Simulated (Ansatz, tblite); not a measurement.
# [SnBr3]-: one state, many levels

Aim: run the singlet of [SnBr3]- at one geometry on many levels, and compare frontier levels, spin and run time.

Program: Ansatz 0.2.0, Gaussian basis. Level of theory: as each input shows. These are calculated values, not measurements.

Levels to be run: GFN1-xTB, GFN2-xTB, PBE-D4/def2-TZVPD, r2SCAN-D4/def2-TZVPD, LDA/def2-TZVPD, HF/def2-TZVPD, LC-ωPBE/def2-TZVPD, CAM-B3LYP-D4/def2-TZVPD, ωB97X-V/def2-TZVPD, revPBE-D4/def2-TZVPD, BHLYP-D4/def2-TZVPD, PBE-D4/def2-SVPD, PBE0-D4/def2-SVPD, CCSD(T)/def2-SVPD, RPA/def2-SVPD.

1 further run of the same task is left out (set aside as unsound or not needed). Runs told in other sessions of the task aren't counted.

**1. The geometry**

The singlet was relaxed beforehand with B3LYP-D4/def2-SVPD.

4 atoms, charge -1, spin multiplicity 1.

Bond lengths: Sn1–Br2 2.700 Å, Sn1–Br3 2.700 Å, Sn1–Br4 2.700 Å. Angles: Br2–Sn1–Br3 98.8°, Br2–Sn1–Br4 98.8°, Br3–Sn1–Br4 98.8°.

Sn takes a core potential in the def2 sets. No spin-orbit coupling is included. The ion is computed in the gas phase, without counter-ions or solvent.

PBE0-D4/def2-TZVPD was run before; its log isn't repeated, and its numbers join the tables.

**2. GFN1-xTB**

Tight binding, by tblite at 300 K electronic temperature and without a spin-polarisation term:

```python
tblite.interface.Calculator('GFN1-xTB', numbers, positions, charge=-1, uhf=0).singlepoint()
```

Energy -395.2233 eV, HOMO -4.54 eV, LUMO 0.11 eV; 0.005 s.

**3. GFN2-xTB**

Tight binding, by tblite at 300 K electronic temperature and without a spin-polarisation term:

```python
tblite.interface.Calculator('GFN2-xTB', numbers, positions, charge=-1, uhf=0).singlepoint()
```

Energy -404.5352 eV, HOMO -6.79 eV, LUMO -1.41 eV; 0.006 s.

**4. PBE-D4/def2-TZVPD**

start.molden holds the orbitals of an earlier run on this state, given as this run's starting guess.

in.yaml

```yaml
crystal:
  periodic: [false, false, false]
  atoms:
    - {symbol: Sn, position_ang: [-0.004096, 0.005782, 0.974139]}
    - {symbol: Br, position_ang: [2.367981, -0.032408, -0.314652]}
    - {symbol: Br, position_ang: [-1.155493, 2.062875, -0.341782]}
    - {symbol: Br, position_ang: [-1.208391, -2.036249, -0.317706]}
basis:
  gaussian: {orbitals: def2-TZVPD, initial_orbitals: start.molden}
total_charge: -1
hamiltonian: {xc: pbe, dispersion: d4}
scf: {omitted_lower_state_checks: [starts]}
output: {orbitals: {seedname: orbitals}}
```

Started as:

```
ansatz run in.yaml --threads 4 --pin off --events-out ev --progress --plain --max-ram 3916MiB
```

Further steps of the session: r2SCAN-D4/def2-TZVPD; LDA/def2-TZVPD; HF/def2-TZVPD; LC-ωPBE/def2-TZVPD; CAM-B3LYP-D4/def2-TZVPD; ωB97X-V/def2-TZVPD; revPBE-D4/def2-TZVPD; BHLYP-D4/def2-TZVPD; PBE-D4/def2-SVPD; PBE0-D4/def2-SVPD; CCSD(T)/def2-SVPD; RPA/def2-SVPD.

Q: Predict the results of all the runs planned. Wanted: gap in def2-TZVPD, named functionals and Hartree-Fock, smallest and largest; correlation energy, CCSD(T)/def2-SVPD; PBE0 total energy, smallest basis above largest.

The runs gave:

| quantity | value |
| --- | --- |
| gap in def2-TZVPD, named functionals and Hartree-Fock, smallest and largest | 3.72 eV (LDA), 9.13 eV (LC-ωPBE) |
| correlation energy, CCSD(T)/def2-SVPD | -23.09 eV |
| PBE0 total energy, smallest basis above largest | 25.35 eV (def2-SVPD, def2-TZVPD) |

**Reading.** Over the named functionals and Hartree-Fock in def2-TZVPD the gap runs from 3.72 eV (LDA) to 9.13 eV (LC-ωPBE); exact exchange widens it.
